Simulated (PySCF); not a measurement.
The numbers are results of PBE-D3(BJ)/def2-TZVP // B3LYP-D3(BJ)/def2-TZVP run with PySCF, not measurements. All species are isolated molecules in the gas phase. Delta-SCF ions had no search for a lower state. Excitations are Tamm–Dancoff values on a coarser integration grid. The basis has no diffuse functions, so Rydberg states are missing or too high.

Reference species (SMILES): `[Al]([Cl])([Cl])[Cl]` (neutral, multiplicity 1).

vertical ionisation energy (Delta-SCF): 10.85 eV
S1–T1 gap (TDA): 0.24 eV
S1 oscillator strength: 0.000

Changed species: `[Al]([Cl])([Br])[Br]` (2 of 3 Cl replaced by Br; the reference has 0 of 3 Cl replaced by Br).

Task: Predict the effect on the vertical ionisation energy (Delta-SCF), S1–T1 gap (TDA) and S1 oscillator strength.

Result: the vertical ionisation energy (Delta-SCF) falls by 0.62 eV, to 10.23 eV; the S1–T1 gap (TDA) hardly moves; the S1 oscillator strength hardly moves.
